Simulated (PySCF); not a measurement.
A structure optimised at PBE0-D3(BJ)/def2-SVP (Å):
```
atom  x, y, z in Å
C1    -1.9406   -1.0437    0.1280
C2    -1.1399    0.1288   -0.4092
C3    -0.0927    0.6848    0.5540
C4     0.5740    1.9429    0.0195
S5     1.1285   -0.5632    1.1052
C6     1.9202   -1.0305   -0.4475
H7    -2.6618   -1.4102   -0.6176
H8    -2.5063   -0.7587    1.0297
H9    -1.2765   -1.8747    0.4093
H10   -1.8192    0.9592   -0.6718
H11   -0.6445   -0.1497   -1.3561
H12   -0.5929    0.9267    1.5086
H13   -0.1755    2.7320   -0.1545
H14    1.3251    2.3243    0.7253
H15    1.0749    1.7528   -0.9429
H16    2.7044   -1.7536   -0.1834
H17    2.3976   -0.1743   -0.9463
H18    1.2213   -1.5206   -1.1417
```

Charge 0, singlet.

Task: Read off the bonds between heavy atoms and their formal orders.

Result: C1–C2 1.52 Å (single); C2–C3 1.53 Å (single); C3–C4 1.52 Å (single); C3–S5 1.83 Å (single); S5–C6 1.80 Å (single). Bonds to hydrogen (Å): C1–H7 1.10; C1–H8 1.10; C1–H9 1.10; C2–H10 1.10; C2–H11 1.10; C3–H12 1.10; C4–H13 1.10; C4–H14 1.10; C4–H15 1.10; C6–H16 1.10; C6–H17 1.10; C6–H18 1.10.

Task: Give the structure as a SMILES string.

Result: `CC[C@H](C)SC`, C5H12S, 2-(methylthio)butane.

Task: What is the point group of this geometry?

Result: C1 (no symmetry element, even within 0.4 Å).

Task: Describe the place of each heavy atom.

Result: C1: methyl carbon; C2: chain CH2 carbon; C3: sp3 carbon bound to sulfur; C4: methyl carbon; S5: sulfide sulfur; C6: S-methyl carbon.

Task: What is the arrangement about C1?

Result: It has 4 neighbours (C2, H7, H8, H9) and is tetrahedral (angles from 107.2° to 111.3°).

Task: What is the arrangement about C4?

Result: It has 4 neighbours (C3, H13, H14, H15) and is tetrahedral (angles from 107.2° to 111.3°).

These are computed values.
